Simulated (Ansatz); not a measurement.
# Al2H (quartet): wave-function methods side by side at scale of all distances = 1.769, 6-31G

Aim: climb from Hartree-Fock through coupled cluster and multireference methods for Al2H (quartet) at one geometry and basis, and see what each rung misses.

Computed with Ansatz 0.2.0, Gaussian basis. Level: 6-31G, core rule «outside noble gas», up to 10 orbitals frozen.

The runs, in order: UHF; CCSD(T) on ROHF; CCSD(T) on UHF; BCCD(T) on ROHF; CISD; CCSDT(Q) on ROHF; CCSDT(Q) on UHF; CISDTQ; CCSDTQ on ROHF; CCSDTQ on UHF; CASSCF and MRCISD+Q, 5 electrons in 5 orbitals; CASSCF and NEVPT2, 5 electrons in 5 orbitals; CASSCF and MRCISD+Q, 7 electrons in 9 orbitals; CASSCF and NEVPT2, 7 electrons in 9 orbitals; Full CI.

8 further runs of the same task are left out: 7 that didn't finish, 1 set aside as unsound or not needed.

### 1 The system

The geometry derives from a PBE0/def2-TZVP stationary point (not a proven minimum). All distances are scaled together.

3 atoms, charge 0, spin multiplicity 4.

Atoms are counted from 1 here; the program's logs count them from 0.

No contacts short enough for the rule that draws bonds.

### 2 UHF

The input, in.yaml:

```yaml
crystal:
  periodic: [false, false, false]
  atoms:
    - {symbol: Al, position_ang: [0.000000, 0.000000, 0.458271]}
    - {symbol: Al, position_ang: [0.000000, 0.000000, -3.717305]}
    - {symbol: H, position_ang: [0.000000, 0.000000, 3.259035]}
basis:
  gaussian: {orbitals: 6-31G}
magnetization: {spin_polarized: true, initial_magnetization: 3}
hamiltonian: {xc: hf}
output: {orbitals: {seedname: orbitals}}
```

Run with:

```console
ansatz run in.yaml --threads 1 --pin off --events-out ev --progress --plain --max-ram 2393MiB
```

Further steps of the session: CCSD(T) on ROHF; CCSD(T) on UHF; BCCD(T) on ROHF; CISD; CCSDT(Q) on ROHF; CCSDT(Q) on UHF; CISDTQ; CCSDTQ on ROHF; CCSDTQ on UHF; CASSCF and MRCISD+Q, 5 electrons in 5 orbitals; CASSCF and NEVPT2, 5 electrons in 5 orbitals; CASSCF and MRCISD+Q, 7 electrons in 9 orbitals; CASSCF and NEVPT2, 7 electrons in 9 orbitals; Full CI.

**Question.** What will the summary of the whole plan be? Wanted: FCI below the RHF energy; RMP2 from FCI; UMP2 from FCI; RCCSD from FCI; RCCSD(T) from FCI; UCCSD(T) from FCI; RCCSDT(Q) from FCI; UCCSDT(Q) from FCI; NEVPT2 pair from FCI.

As calculated:

```
                         quantity                                                                                                          value
         FCI below the RHF energy                                                                                                     -1.7650 eV
                    RMP2 from FCI                                                                                                   +73.8 kJ/mol
                    UMP2 from FCI                                                                                                   +73.8 kJ/mol
                   RCCSD from FCI                                                                                                    +4.2 kJ/mol
                RCCSD(T) from FCI                                                                                                    +2.4 kJ/mol
                UCCSD(T) from FCI                                                                                                    +2.4 kJ/mol
               RCCSDT(Q) from FCI                                                                                                    +0.1 kJ/mol
               UCCSDT(Q) from FCI                                                                                                    +0.1 kJ/mol
             NEVPT2 pair from FCI                                                                                                   +64.5 kJ/mol
          NEVPT2 valence from FCI                                                                                                   +18.7 kJ/mol
        MRCISD+Q valence from FCI                                                                                                    +3.4 kJ/mol
levels within 1 kcal/mol (43 meV)  RCCSD(T), UCCSD(T), BCCD(T), RCCSDT, UCCSDT, CISDTQ, RCCSDT(Q), UCCSDT(Q), RCCSDTQ, UCCSDTQ, MRCISD+Q valence
                    T1 diagnostic                                                                                                          0.039
   effectively unpaired electrons                                                                                                           3.13
```

What this shows: RCCSD(T) misses by +2.4 kJ/mol, 1.4 % of the correlation energy. One determinant dominates. Of the multireference levels listed MRCISD+Q valence comes nearest in total energy (+3.4 kJ/mol), which doesn't show that its space is the better one. These misses are within one basis, not against nature; the frozen cores of restricted and unrestricted runs differ, which can shift their rows.
